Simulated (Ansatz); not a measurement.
One change: `[SiH3][SiH2]Cl` becomes `F[SiH2]Cl`.

Ansatz, PBE0-D4/def2-TZVP geometries, multiplicity 1. 

```tsv
property	`[SiH3][SiH2]Cl`
HOMO–LUMO gap (PBE0/def2-TZVPP) / eV	7.64
HOMO energy (PBE/def2-TZVPP) / eV	-7.03
ideal-gas entropy at 298 K and 1 bar (rigid rotor, harmonic PBE0-D4/def2-TZVP) / J/(mol·K)	323
HOMO–LUMO gap (B3LYP/def2-TZVPP) / eV	7.27
vertical ionisation energy (CCSD(T)/CBS(def2)) / eV	10.56
LUMO energy (ωB97M-V/def2-TZVPP) / eV	1.26
```

(1) What does the change do to each property? (An estimate is asked.)

## Answers

(1) Ansatz gave: 
```tsv
property	`F[SiH2]Cl`	shift
HOMO–LUMO gap (PBE0/def2-TZVPP) / eV	9.32	1.68
HOMO energy (PBE/def2-TZVPP) / eV	-7.87	-0.84
ideal-gas entropy at 298 K and 1 bar (rigid rotor, harmonic PBE0-D4/def2-TZVP) / J/(mol·K)	281	-42
HOMO–LUMO gap (B3LYP/def2-TZVPP) / eV	8.85	1.58
vertical ionisation energy (CCSD(T)/CBS(def2)) / eV	12.23	1.67
LUMO energy (ωB97M-V/def2-TZVPP) / eV	1.84	0.58
```

With PBE0 the HOMO falls by 1.06 eV and the LUMO rises by 0.62 eV, so the gap widens by about 1.68 eV. PBE moves the HOMO by -0.84 eV and ωB97M-V by -1.25 eV. The zero-point energy changes by -56.4 kJ/mol with -9 modes.

B3LYP here is the variant with VWN-RPA as its local correlation; programs differ in this.
